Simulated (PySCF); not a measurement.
Calculated NMR parameters of FC1=C[C@H]1F

```yaml
Formula: C3H2F2
SMILES: FC1=C[C@H]1F
Point_group_of_the_computed_structure: C1
Degrees_of_unsaturation: 2
Carbon_signals: 3
Proton_signals: 2
```

Molfile (atoms numbered from 1):
```
C3H2F2
     RDKit          3D

  7  7  0  0  0  0  0  0  0  0999 V2000
   -1.2433   -0.8811    1.5013 F   0  0  0  0  0  0  0  0  0  0  0  0
   -0.5297   -0.4261    0.5115 C   0  0  0  0  0  0  0  0  0  0  0  0
   -0.3069   -0.4089   -0.7691 C   0  0  0  0  0  0  0  0  0  0  0  0
    0.5648    0.4328    0.1160 C   0  0  1  0  0  0  0  0  0  0  0  0
    0.3979    1.7928    0.1123 F   0  0  0  0  0  0  0  0  0  0  0  0
   -0.5066   -0.7087   -1.7941 H   0  0  0  0  0  0  0  0  0  0  0  0
    1.6279    0.2097    0.2922 H   0  0  0  0  0  0  0  0  0  0  0  0
  1  2  1  0
  2  3  2  0
  3  4  1  0
  4  5  1  0
  4  2  1  0
  3  6  1  0
  4  7  1  1
M  END
```

Single conformer, no solvent, non-relativistic Hamiltonian. Shieldings: GIAO CAM-B3LYP/pcSseg-2; PBE0-D3(BJ)/def2-SVP structure; J couplings at B3LYP/pcJ-1; PySCF 2.14.0 with density-fitted response routines.

References, each an isolated molecule treated in the same way: $^{1}$H (σ = 31.34 ppm), $^{13}$C (σ = 182.55 ppm) vs TMS; CFCl3 for $^{19}$F (σ = 186.01 ppm).

```tsv
carbon	δC, type	δH (multiplicity, J in Hz)	HMBC from (abs. J ≥ 3 Hz)	span of the C tensor (ppm)
C2	165.7, C	–	H7	191
C3	96.8, CH	5.85 (td, 4.1, 1.4)	–	176
C4	74.0, CH	5.13 (ddd, 112.7, 4.1, 1.4)	–	131
```

Other nuclei:
| atoms | nucleus | environment | δ (ppm) | σ (ppm) |
| --- | --- | --- | --- | --- |
| F1 | $^{19}$F | vinylic fluorine | -131.9 | 317.9 |
| F5 | $^{19}$F | fluorine on an sp3 carbon | -148.5 | 334.5 |

Selected couplings (Hz, signed; the shortest-range and largest first, 30 at most; isotopes $^{19}$F, $^{13}$C, $^{1}$H): $^{1}J$(F1,C2) -515.5, $^{1}J$(C4,F5) -324.5, $^{1}J$(C3,H6) 240.4, $^{1}J$(C4,H7) 222.5, $^{1}J$(C2,C3) 69.4, $^{1}J$(C2,C4) 27.9, $^{1}J$(C3,C4) 13.9, $^{2}J$(F5,H7) 112.7, $^{2}J$(F1,C3) -31.2, $^{2}J$(C3,F5) 29.1, $^{2}J$(C2,F5) 14.0, $^{2}J$(F1,C4) 8.8, $^{3}J$(F1,F5) 56.8, $^{3}J$(F1,H6) -4.4, $^{3}J$(F1,H7) -4.1, $^{3}J$(F5,H6) -3.8, $^{3}J$(H6,H7) -1.4.

- Carbon types of the structure: 1 × C, 2 × CH, which accounts for all hydrogens.
- δC 165.7: fully substituted alkene carbon.
- δC 96.8: alkene CH.
- δC 74.0: three-membered-ring carbon; deshielded by the electronegative neighbour.
- δH 5.85: hydrogen on an alkene CH; olefinic region.
- δH 5.13: hydrogen on a three-membered-ring carbon; its carbon carries F, hence the downfield position.

Common functionals overestimate the size of one-bond C–F couplings by tens of Hz; these are unscaled. Splittings below 1 Hz are ignored in the labels, and close J values are merged. Unscaled 3J(H,H) at this level run about 10 % above measured values. Shifts are as computed, not scaled to solution data. Of 1211 compounds with measured shifts, 218 miss one by over three times the rms of a fit or turn the order of signals round; such compounds aren't used in these exercises. Unscaled 19F shifts against computed CFCl3 carry errors that often reach 10 to 50 ppm.
